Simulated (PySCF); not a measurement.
**Which basis set comes closest?**

Molecule: SMILES C=CCF, C₃H₅F.

Structure with atom numbers: `[CH2:1]=[CH:2][CH2:3][F:4]`; H(Xn) means a hydrogen on atom n. Ha(C1) is cis to C3; Hb(C1) is trans to C3.

Geometry PBE0-D3(BJ)/def2-SVP throughout; GIAO in PySCF, gas phase, one conformer, non-relativistic; equivalent atoms averaged; functional PBE0.

Reference values (measured; G. Saielli, R. Bini, A. Bagno, Computational 19F NMR. 2. Organic compounds, RSC Adv. 2014, ESI (exp. from Berger-Braun-Kalinowski 1994 and Everett 1995)): δ(F4) = -216.7 ppm vs CFCl3. Computed shifts are taken against CFCl3, calculated as an isolated molecule at each level.

**Question.** How do the basis sets STO-3G, 6-31G, pcSseg-0, 6-31G*, def2-SVP, cc-pVDZ, pcSseg-1, aug-cc-pVDZ, 6-311+G(2d,p), def2-TZVP, IGLO-III, cc-pVTZ, pcSseg-2 perform against the reference? Times are CPU seconds on shared hosts with different chips, so compare them loosely.

**Answer.** 
```csv
basis set,functions,F4,abs. error F,core-s
STO-3G,25,-153.3,63.4,1.5
6-31G,46,-259.9,43.2,2.6
pcSseg-0,46,-281.4,64.7,1.8
6-31G*,66,-239.6,22.9,3.4
def2-SVP,81,-227.1,10.4,3.9
cc-pVDZ,81,-234.2,17.5,3.1
pcSseg-1,93,-254.8,38.1,4.5
aug-cc-pVDZ,137,-237.3,20.6,5.8
"6-311+G(2d,p)",138,-253.5,36.8,7.5
def2-TZVP,154,-250.9,34.2,8.8
IGLO-III,190,-253.4,36.7,8.4
cc-pVTZ,190,-247.3,30.6,8.9
pcSseg-2,214,-253.2,36.5,13
```

For ¹⁹F the closest is def2-SVP (10.4 ppm) and the furthest pcSseg-0 (64.7 ppm). Where a smaller basis beats a larger one, errors probably cancel; the largest sets show where the functional converges. One molecule is a small sample, and vibrational and solvent effects are absent from the calculation.

A small basis that lands close on one nucleus may do so by chance; judge by the trend and by all nuclei.
